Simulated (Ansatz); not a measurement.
A made-up structure of Si$_{2}$NH$_{6}$ (charge +1), singlet:

```
9
angstrom
N -0.9718 0.9709 -1.2335
Si 0.1886 0.8147 -0.0707
Si 0.6110 -1.2546 0.9745
H -1.5540 0.2096 -1.5575
H -1.1805 1.8432 -1.7037
H 0.8619 2.1061 0.1769
H 2.0330 -1.5170 0.6628
H -0.3421 -2.1933 0.3459
H 0.5758 0.3568 1.2164
```

It is relaxed with PBE-D4/def2-SVP and then PBE0-D4/def2-TZVP (Ansatz 0.2.0). Atoms count as bonded within 1.22 times the sum of their covalent radii (H–H: 0.88 Å). The end point is not checked to be a true minimum.

(1) Does its bonding change? (Judge from chemistry; the calculation decides.)

## Answers

(1) The calculation gives: Yes. Formed: none; broken: Si2–H9.

Where it ends: The first stage lowers the energy by 3.14 eV in 12 steps. It ends as Si₂NH₆ ([NH2][SiH][SiH3]), total charge +1:
N1  (-0.988, 1.031, -1.399)
Si2  (0.237, 0.943, -0.297)
Si3  (0.651, -1.027, 0.928)
H4  (-1.617, 0.267, -1.608)
H5  (-1.194, 1.861, -1.942)
H6  (0.971, 2.223, -0.223)
H7  (2.040, -1.379, 0.562)
H8  (-0.373, -1.983, 0.456)
H9  (0.494, -0.599, 2.335)
(Å)

Labels in which every atom is bracketed show which atoms are joined, not bond orders.

For scale, one of the runs: PBE0-D4/def2-TZVP relaxation, 141 basis functions, launched by `ansatz run in.yaml --threads 2 --pin off --events-out ev --progress --plain --max-ram 4352MiB`. Hardware: 2 CPU threads of an Arm Neoverse V1, shared host. Wall time about 38 s.
